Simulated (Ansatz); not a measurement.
Program: Ansatz. Geometries: PBE0-D4/def2-TZVP. ΔE: electronic, gas phase. CBS: MP2 limit from def2 TZ/QZ plus the TZ coupled-cluster correction, frozen cores. This one scheme is used for every species. DFT in def2-TZVPP. B3LYP here is the variant with VWN-RPA as its local correlation; programs differ in this. HSE06 is defined as in plane-wave codes. No spin–orbit coupling; open shells (•) take unrestricted orbitals.

Reaction (hydrogen abstraction from a C–H bond): `FC(Cl)Cl` + `[SiH3]`• → `F[C](Cl)Cl`• + SiH₄

```csv
level,ΔE (kJ/mol),difference from CCSD(T)/CBS
r2SCAN-D4,23.6,-9.7
B97M-V,25.6,-7.7
B3LYP-D4,22.8,-10.5
r2SCAN0-D4,24.6,-8.7
ωB97X-V,22.3,-11.0
PBE,27.0,-6.3
BLYP,19.0,-14.3
r2SCAN,23.5,-9.8
B3LYP,21.9,-11.4
HSE06,29.2,-4.1
RPA@PBE/def2-TZVPP,33.8,0.5
HF/def2-TZVPP,19.4,-13.9
MP2/def2-TZVPP,43.0,9.7
SCS-MP2/def2-TZVPP,39.5,6.2
CCSD(T)/def2-TZVPP,33.6,0.3
MP2/CBS(def2),42.7,9.4
CCSD(T)/CBS,33.3,0
```

Largest T1 diagnostic among the species: 0.015.

In def2-TZVPP, CCSD(T) changes the Hartree–Fock value by +14.3 kJ/mol (the triples alone add +0.7 kJ/mol) and MP2 by +23.7 kJ/mol. Leaving LDA and LC-ωPBE aside and taking each functional with its dispersion term where it has one, the values, not all of them listed here, spread over 12.5 kJ/mol, from BLYP-D4 to PBE-QIDH. LDA lies +3.8 kJ/mol from PBE without D4.
